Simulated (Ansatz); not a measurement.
A made-up structure of CH3AlN, doublet:

C1  (-0.405, -0.708, -0.162)
N2  (0.316, 0.208, -0.700)
Al3  (0.810, 0.048, 1.191)
H4  (1.369, -0.306, 2.559)
H5  (0.233, 0.482, -1.678)
H6  (0.201, 1.234, 2.083)
(Å)

It is relaxed with PBE-D4/def2-SVP and then PBE0-D4/def2-TZVP (Ansatz 0.2.0). Atoms count as bonded within 1.22 times the sum of their covalent radii (H–H: 0.88 Å). The end point is not checked to be a true minimum.

(1) Does its bonding change? (A judgement: the text doesn't fix the answer.)

Answers

(1) Computed: No: no bond forms or breaks.

Where it ends: The first stage lowers the energy by 1.51 eV in 7 steps. It ends as CH₃AlN ([C]1[NH][AlH2]1):
```
6
angstrom
C -0.5366 -0.6622 -0.1143
N 0.3453 0.1192 -0.5400
Al 0.5230 0.2287 1.4055
H 1.7303 -0.5945 1.9998
H 0.5802 0.3475 -1.5081
H -0.1177 1.5183 2.0496
```

Labels in which every atom is bracketed show which atoms are joined, not bond orders.

For scale, one of the runs: PBE0-D4/def2-TZVP relaxation, 117 basis functions, launched by `ansatz run in.yaml --threads 2 --pin off --events-out ev --progress --plain --max-ram 4352MiB`. Hardware: 2 CPU threads of an Arm Neoverse V1, shared host. Wall time about 24 s.
